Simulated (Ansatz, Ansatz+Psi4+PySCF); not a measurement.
```xyz
2

N     0.0000    0.0000   -0.5905
H     0.0000    0.0000    0.5905
```

Basis set: cc-pVTZ (spherical functions). Frozen core: 1 orbital. Charge 0, multiplicity 3.

Computed with Ansatz (development build ahead of 0.2.0); the reference of a correlated method needn't be the lowest determinant of its kind.

Give the atomization energy at this shape (free ground-state atoms in the same class of orbitals less the molecule, no zero-point energy) of triplet NH by UHF-CCSD(T), UHF-BCCD(T).

```tsv
method	atomization energy
UHF-CCSD(T)	72.83 kcal/mol
UHF-BCCD(T)	72.83 kcal/mol
```

Caution: the reference determinant was not shown to be the lowest; the shape is not the minimum.
